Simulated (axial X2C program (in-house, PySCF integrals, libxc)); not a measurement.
## Worked dissociation energy of NaO: PBE0, with spin–orbit coupling

All values were computed with an in-house all-electron X2C program for linear molecules (integrals from PySCF). Two-component (2c) means X2C with spin–orbit coupling and atomic mean-field two-electron Coulomb and Gaunt terms. Basis: Na dyall-cv3z [9s8p5d2f], O dyall-av3z [7s6p3d2f] (cores contracted in-house); Gaussian nuclei, density fitting, unrestricted open shells. Masses: Na 22.990 u, O 15.995 u.

Molecular state: Ω = 3/2 (⟨Sz⟩ = 0.50, ⟨Lz⟩ = 1.00 at PBE0).

* E(Na) (2M_J = 1): -162.380946 hartree
* E(O) (2M_J = 2): -75.071371 hartree
* E(NaO) at Re: -237.542561 hartree
* ωe: 490.3 cm⁻¹
* ωexe: 3.35 cm⁻¹

Task: Work out De and D0.

Result: De = -162.380946 + (-75.071371) − (-237.542561) = 0.09024 hartree = 2.456 eV. The zero-point energy is ωe/2 − ωexe/4 = 244 cm⁻¹ = 0.030 eV, so D0 = 2.425 eV.

Occupations by symmetry block were frozen at the best pattern of an incomplete PBE0 search. Dissociation energies refer to the lowest single-determinant-based atoms at the same level and basis. Density functionals use the spin component along the axis (collinear). In 2c an atomic determinant is not the ground J level, so De misses part of the atomic spin–orbit lowering. This holds for PBE0. Other states lie close and PBE0, whose exact exchange favours high spin, may order them wrongly; the determinant shown need not be the ground state. The nearest other 2c determinant of the search, Ω = 1/2, lies 0.02 eV up at the distance of the search. Without a current term, density functionals place determinants with orbital angular momentum somewhat too high.

Each atomic determinant is the lowest at this level and need not be a pure J level. Totals compare only within one Hamiltonian and basis.
